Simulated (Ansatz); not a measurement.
Chalcopyrite CdGeAs2 was calculated with PBEsol-D3(BJ) in Ansatz (PAW).

Settings: plane-wave cutoff 520 eV, 8×8×8 k mesh, Fermi–Dirac smearing 0.01 eV, scalar-relativistic PAW data made under PBE.

Cell (relaxed at this level):

```yaml
crystal:
  lattice:
    - [-2.94232, 2.94232, 5.58556]
    - [2.94232, -2.94232, 5.58556]
    - [2.94232, 2.94232, -5.58556]
  atoms:
    - { symbol: Cd, position: [0.00000, 0.00000, 0.00000] }
    - { symbol: Cd, position: [0.75000, 0.25000, 0.50000] }
    - { symbol: Ge, position: [0.50000, 0.50000, 0.00000] }
    - { symbol: Ge, position: [0.25000, 0.75000, 0.50000] }
    - { symbol: As, position: [0.87500, 0.85007, 0.47507] }
    - { symbol: As, position: [0.14993, 0.62500, 0.02493] }
    - { symbol: As, position: [0.37500, 0.39993, 0.52493] }
    - { symbol: As, position: [0.60007, 0.12500, 0.97507] }
```

Predict the bulk modulus B0 and pressure derivative B′ of the bulk modulus.


- bulk modulus B0: 65.9 GPa
- pressure derivative B′ of the bulk modulus: 4.4

The run finds no gap.

Measured, for comparison: bulk modulus 69.9 GPa (temperature not stated, not corrected to a static lattice; as tabulated in Toher et al. (2017), arXiv:1611.05714). Computed (rounded) less measured: bulk modulus -6 %.

Note: the gap of the solid is closed in this run; this level leaves the solid without a gap, although one is measured; the bulk modulus comes from volumes at which shape and atoms were relaxed.

It cost roughly 26 core-minutes of CPU time.

Ansatz is a program for electronic structure.
